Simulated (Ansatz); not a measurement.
Basis-set series for C₃H₅ClO, SMILES `ClC1CCO1`. Charge 0, multiplicity 1. The structure was optimised at the PBE0-D4/def2-TZVP level.

```json
{"functional": "PBE0-D4", "basis": "def2-TZVPP", "functions": "236", "energy (Eh)": "-652.43982", "HOMO (eV)": "-8.01", "LUMO (eV)": "0.86"}
{"functional": "PBE0-D4", "basis": "def2-QZVPP", "functions": "448", "energy (Eh)": "-652.46392", "HOMO (eV)": "-8.06", "LUMO (eV)": "0.53"}
{"functional": "ωB97M-V", "basis": "def2-TZVPP", "functions": "236", "energy (Eh)": "-652.70487", "HOMO (eV)": "-10.34", "LUMO (eV)": "2.66"}
{"functional": "ωB97M-V", "basis": "def2-QZVPP", "functions": "448", "energy (Eh)": "-652.72805", "HOMO (eV)": "-10.39", "LUMO (eV)": "1.82"}
```

Problem. Give the rows for def2-SVP. (Estimate.)

Solution. Computed: 
```
functional     basis  functions  energy (Eh)  HOMO (eV)  LUMO (eV)
   PBE0-D4  def2-SVP         99   -652.06204      -7.85       1.39
   ωB97M-V  def2-SVP         99   -652.32044     -10.16       3.36
```

Positive LUMOs are unbound and depend on the basis.
